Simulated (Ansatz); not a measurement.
# SiH₂F+ (SMILES F[SiH2+]): one structure at several levels

An exercise on one series of results from a longer session: the logs are not shown, and one member is left open.

Program: Ansatz 0.2.0, Gaussian basis. Level of theory: single points in def2-TZVPP. These are calculated values, not measurements.

Correlated methods freeze the cores.

1 further run of the same task is left out (it didn't finish).

**Where the work starts**

SMILES `F[SiH2+]`, 4 atoms, charge 1, spin multiplicity 1.

Atoms are counted from 1 here; the program's logs count them from 0.

Bond lengths: F1–Si2 1.602 Å, Si2–H3 1.464 Å, Si2–H4 1.452 Å. Angles: F1–Si2–H3 114.4°, F1–Si2–H4 120.3°, H3–Si2–H4 122.7°.

Coordinates:

```xyz
4
FH2Si
F     1.3194    0.5090   -0.4049
Si   -0.1165   -0.0571    0.0247
H    -1.2157    0.8954   -0.1384
H    -0.2176   -1.2347    0.8674
```

Set-up of the first run:

Contents of run/in.yaml:

```yaml
crystal:
  periodic: [false, false, false]
  atoms:
    - {symbol: F, position_ang: [1.319376, 0.509031, -0.404922]}
    - {symbol: Si, position_ang: [-0.116455, -0.057145, 0.024681]}
    - {symbol: H, position_ang: [-1.215749, 0.895357, -0.138404]}
    - {symbol: H, position_ang: [-0.217567, -1.234720, 0.867449]}
basis:
  gaussian: {orbitals: def2-TZVPP}
total_charge: 1
hamiltonian: {xc: pbe, dispersion: d4}
output: {forces: true}
```

Run with:

```
> ansatz run in.yaml --threads 2 --pin off --events-out ev --progress --plain --max-ram 3481MiB
```

Among the steps run: PBE-D4/def2-TZVPP; r2SCAN-D4/def2-TZVPP; PBE0-D4/def2-TZVPP; wB97M-V/def2-TZVPP; CCSD(T)/def2-TZVPP.

One of the session's tables, all rows but one given; the rest of the session is left out.

```
   method  RMS force component (eV/Å)  angle to CCSD(T) forces (°)
   PBE-D4                       0.845                         12.2
r2SCAN-D4                       1.057                          3.2
  PBE0-D4                       1.105                          4.0
  wB97M-V                           ?                            ?
  CCSD(T)                       1.078                    reference
```

Q: Estimate the row for wB97M-V from the others.

The run gave: RMS force component (eV/Å): 1.019; angle to CCSD(T) forces (°): 2.6. In the column «RMS force component (eV/Å)» it lies between PBE-D4 (0.845) and r2SCAN-D4 (1.057).
